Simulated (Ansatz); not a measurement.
Ansatz (a first-principles code) input (HSE06/def2-TZVPD):

Ansatz 0.2 input:
```yaml
crystal:
  periodic: [false, false, false]
  atoms:
    - {symbol: C, position_ang: [1.00301936, -1.10164157, -0.02080911]}
    - {symbol: C, position_ang: [1.28424008, 0.29907571, -0.05432505]}
    - {symbol: N, position_ang: [0.41819632, 1.31917150, -0.03747329]}
    - {symbol: C, position_ang: [-0.86956083, 0.96073610, 0.01794842]}
    - {symbol: C, position_ang: [-1.23276224, -0.37498077, 0.05357063]}
    - {symbol: N, position_ang: [-0.35108113, -1.37924782, 0.03586006]}
    - {symbol: H, position_ang: [2.33059801, 0.60890779, -0.09965854]}
    - {symbol: H, position_ang: [-1.61737873, 1.75359655, 0.03392426]}
    - {symbol: H, position_ang: [-2.29264383, -0.64110696, 0.09871751]}
basis:
  gaussian:
    orbitals: def2-TZVPD
hamiltonian:
  xc: {name: HSE06}
total_charge: -1
output: {forces: true}
```

End of the output:

```
integrals: 0.20 GiB planned
1207 factors; their error is unknown
integrals: 0.24 GiB planned
124 factors; integrals over basis functions are off by at most 5.4e-7 eV
0.45 GiB of the device are held for the grids
1.61 GiB of device memory are held for the factors and their scratch space
mean field: 1.42 GiB planned
mean field evaluation 1: about -7165.5450 eV, gradient 3.5e1 eV
mean field evaluation 2: about -7133.5957 eV, gradient 8.4e1 eV
mean field evaluation 4: about -7168.3821 eV, gradient 1.1e1 eV
mean field evaluation 8: about -7168.7996 eV, gradient 5.4e-1 eV
mean field evaluation 16: about -7168.7982 eV, gradient 4.0e-4 eV
mean field -7168.79820467 eV, -263.4484748355 hartree, gradient 4.1e-5 eV, S^2 0.000000; 0 other end points of the search recorded, 0 dependent functions left out
the calculation of the forces begins
reference -7168.79825072 eV, -263.4484765282 hartree; 21, 21 occupied and 228, 228 virtual orbitals, 1207 factors
Total energy: -7168.79825072 eV, -263.4484765282 hartree
Atom 0 at     1.003019    -1.101642    -0.020809 Å, force    -0.385414     0.130033     0.012745 eV/Å
Atom 1 at     1.284240     0.299076    -0.054325 Å, force    -0.213950     0.028062     0.007789 eV/Å
Atom 2 at     0.418196     1.319171    -0.037473 Å, force    -0.048376    -0.224747     0.005503 eV/Å
Atom 3 at    -0.869561     0.960736     0.017948 Å, force     0.225736    -0.102523    -0.007038 eV/Å
Atom 4 at    -1.232762    -0.374981     0.053571 Å, force     0.214714    -0.022227    -0.007913 eV/Å
Atom 5 at    -0.351081    -1.379248     0.035860 Å, force     0.215377     0.176646    -0.011159 eV/Å
Atom 6 at     2.330598     0.608908    -0.099659 Å, force     0.028212     0.006629    -0.001194 eV/Å
Atom 7 at    -1.617379     1.753597     0.033924 Å, force    -0.015235     0.024032     0.000198 eV/Å
Atom 8 at    -2.292644    -0.641107     0.098718 Å, force    -0.021064    -0.015904     0.001069 eV/Å
Dipole moment:    -0.739203     0.798313     0.015556 e Å
```

It need not be the lowest isomer of its formula. Whether it binds its extra electron was not tested at this geometry.
